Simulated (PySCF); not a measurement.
Gas-phase reaction: Al₂H₆ + C₂F₄ → 2 Al(CH₃)F₂

Computed with PySCF and rigid-rotor harmonic-oscillator thermochemistry at 1 bar. † marks an energy on the PBE0/def2-TZVP geometry and frequencies; other levels use their own. MP2 and CCSD(T) freeze the core. 6-31G* has spherical d functions here. All species are closed-shell singlets. B3LYP is the form with VWN-RPA correlation. Al₂H₆, Al(CH₃)F₂: computed as isolated molecules; such fragments, hydroxides, amides, oligomers or adducts are transient or little studied in the gas. MP2 isn't extrapolated to the basis-set limit. CCSD(T) isn't extrapolated to the basis-set limit.

```
level                ΔH°(298 K), kJ
-------------------  --------------
B3LYP/6-31G*                  -1033
B3LYP/def2-TZVP†              -1082
BLYP/def2-TZVP†                   …
CCSD(T)/def2-TZVPP†           -1105
HF/6-31G*                     -1080
M06-2X/def2-TZVP†                 …
MP2/def2-TZVPP†                   …
PBE/def2-SVP                   -948
PBE/def2-TZVP†                -1028
PBE0/def2-QZVP†               -1071
ωB97X-V/def2-TZVP†                …
```

Q: Some entries are withheld; supply them.

A: 
- BLYP/def2-TZVP†, ΔH°(298 K), kJ: -1064
- M06-2X/def2-TZVP†, ΔH°(298 K), kJ: -1112
- MP2/def2-TZVPP†, ΔH°(298 K), kJ: -1165
- ωB97X-V/def2-TZVP†, ΔH°(298 K), kJ: -1065
